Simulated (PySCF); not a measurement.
## Simulated absorption spectrum

Compound: C4H11P2 (charge +1).
Cartesian coordinates in Å at the GFN2-xTB level; atoms count from 1:
```xyz
17
C4H11P2 angstrom
C      2.483   -1.543    0.033
C      1.551   -0.854   -0.608
P      0.313    0.140    0.247
P      0.445    2.296    0.104
C     -1.363   -0.410   -0.231
C     -2.423    0.443    0.457
H      3.210   -2.132   -0.502
H      2.557   -1.556    1.109
H      1.481   -0.836   -1.689
H      0.450   -0.191    1.584
H      1.843    2.264    0.184
H      0.442    2.233   -1.298
H     -1.445   -0.334   -1.320
H     -1.461   -1.466    0.040
H     -2.313    0.411    1.540
H     -3.414    0.068    0.208
H     -2.365    1.481    0.132
```

Level of theory: TDDFT CAM-B3LYP/def2-SVPD, vertical, gas phase, core orbitals frozen in the response in PySCF.

Each state is given a Gaussian of 0.3 eV full width at half maximum, with ε(max) = 2.175×10⁸ f / Δν̃ (Δν̃ the width in cm⁻¹). The cross-section is σ = 3.8235×10⁻²¹ ε cm², given in Mb (10⁻¹⁸ cm²). The width is an assumption, not a result. The curve ends short of the highest state used, and states not computed would add to its high-energy end.

```tsv
E (eV)	σ (Mb)
6.00	0.19
6.03	0.42
6.06	0.91
6.08	1.46
6.11	2.83
6.14	5.21
6.16	7.59
6.19	12.73
6.21	17.43
6.24	26.67
6.27	38.60
6.29	47.89
6.32	63.19
6.34	73.71
6.37	88.68
6.40	100.93
6.42	106.69
6.45	110.70
6.47	110.02
6.50	104.09
6.53	93.16
6.55	83.90
6.58	68.48
6.60	58.00
6.63	43.19
6.66	30.51
6.68	23.55
6.71	15.50
6.73	11.66
6.76	8.02
6.79	6.64
6.81	6.86
6.84	8.83
6.86	11.21
6.89	16.39
6.92	23.41
6.94	28.98
6.97	38.27
7.00	47.94
7.02	54.11
7.05	62.11
7.07	66.18
7.10	69.82
7.13	70.22
7.15	68.74
7.18	64.31
7.20	60.23
7.23	53.13
7.26	45.61
7.28	40.70
7.31	33.87
7.33	29.77
7.36	24.39
7.39	19.98
7.41	17.60
7.44	14.90
```

(1) Where are the band maxima, and which computed states make them?

(2) On this curve, what absorbance would a 10⁻³ mol/L sample give at 193 nm over a 1 cm path?

Answers

(1) 192 nm (6.46 eV), ε about 29000, made up of S1 (100%); 174 nm (7.12 eV), ε about 18000, made up of S3 (91%) (ε in L mol⁻¹ cm⁻¹; maxima over ε = 5, shares over 10%). The states used: S1 6.46 eV (f 0.322); S2 7.06 eV (f 0.0054); S3 7.11 eV (f 0.188); S4 7.32 eV (f 0.045); S5 7.67 eV (f 0.022); S6 7.73 eV (f 0.049); S7 7.87 eV (f 0.052); S8 8.04 eV (f 0.012).

(2) 193 nm is 6.424 eV, where ε is about 28000 L mol⁻¹ cm⁻¹, so A = ε c l ≈ 28 (Beer–Lambert, with the gas-phase spectrum and the assumed width).

One conformer stands for the species.
